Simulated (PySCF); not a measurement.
# LiF⁻: input and log

State: ²Σ⁺ (doublet), unpaired electrons σ ↑.

An equivalent input (the run itself took its basis sets from the Basis Set Exchange, started from a PBE0 density and held the occupation σ 5α 4β, πx 1α 1β, πy 1α 1β):

```python
from pyscf import gto, dft
mol = gto.M(atom='Li 0 0 0; F 0 0 1.639', basis={'Li': 'aug-cc-pVDZ', 'F': 'aug-cc-pVDZ'},
            charge=-1, spin=1, verbose=4, symmetry='C2v')
mf = dft.UKS(mol, xc='TPSS')
mf.grids.atom_grid = (80, 434)
mf.grids.prune = dft.gen_grid.treutler_prune
mf.irrep_nelec = {'A1': (5, 4), 'B1': (1, 1), 'B2': (1, 1)}
mf.conv_tol = 1e-9
mf.max_cycle = 60
mf.diis_space = 10
mf.kernel()
```

The log (some set-up lines and the per-cycle HOMO/LUMO lines removed):

```
******** <class 'pyscf.dft.uks_symm.SymAdaptedUKS'> ********
method = SymAdaptedUKS
damping factor = 0
level_shift factor = 0
DIIS = <class 'pyscf.scf.diis.CDIIS'>
diis_start_cycle = 1
diis_space = 10
diis_damp = 0
SCF conv_tol = 1e-09
SCF conv_tol_grad = None
SCF max_cycles = 60
number electrons alpha = 7  beta = 6
Set gradient conv threshold to 3.16228e-05
init E= -107.460340541121
cycle= 1 E= -107.460504178223  delta_E= -0.000164  |g|= 0.0316  |ddm|= 0.146
cycle= 2 E= -107.458791442881  delta_E= 0.00171  |g|= 0.0776  |ddm|= 0.132
cycle= 3 E= -107.460912780898  delta_E= -0.00212  |g|= 0.00353  |ddm|= 0.0844
cycle= 4 E= -107.460918349941  delta_E= -5.57e-06  |g|= 0.000193  |ddm|= 0.00543
cycle= 5 E= -107.460918380293  delta_E= -3.04e-08  |g|= 2.37e-05  |ddm|= 0.00137
cycle= 6 E= -107.460918381192  delta_E= -8.99e-10  |g|= 8.94e-06  |ddm|= 0.00025
Extra cycle  E= -107.460918381127  delta_E= 6.48e-11  |g|= 2.02e-05  |ddm|= 6.88e-05
converged SCF energy = -107.460918381127  <S^2> = 0.75003522  2S+1 = 2.0000352
```

Repeating this along the bond gives Re = 1.650 Å and ωe = 748 cm⁻¹.

A point of this curve took 0.9 CPU seconds beside 0.057 for the integrals, on Intel Xeon Platinum 8175M @ 2.50GHz (shared host).

Counting both spins, an empty level lies below a filled one in this solution, because spin and occupation are held. The highest Kohn–Sham level is positive in this anion. Much of that is self-interaction error, but it also means that the finite basis helps to hold the extra electron. The state was picked by a PBE0 search and need not be the measured ground state.
